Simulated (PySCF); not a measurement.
silicon monoxide cation (OSi), SMILES O=[Si] (connectivity only; charge and spin as stated), charge +1, multiplicity 2. The structure is a stationary point at B3LYP-D3(BJ)/def2-TZVPD. The spin state was assumed, not searched.

These are PySCF with B3LYP-D3(BJ)/def2-TZVPD values and carry that method's errors.

Harmonic wavenumbers (cm⁻¹): 1142. Rotational constants (GHz): 21.38 (linear); symmetry number 1.

### Question
Work out the zero-point energy and the ideal-gas rigid-rotor harmonic-oscillator thermochemistry at 298.15 K and 1 atm.

### Answer
ZPE = ½ Σ hcν = ½ × 1142 cm⁻¹ = 6.83 kJ/mol. H − E(el) = 15.56 kJ/mol. Entropy in J/(mol K): translation 155.96, rotation 55.47, vibration 0.22, spin 5.76, total 217.42. G − E(el) = -49.26 kJ/mol. Cp = 30.13 J/(mol K).
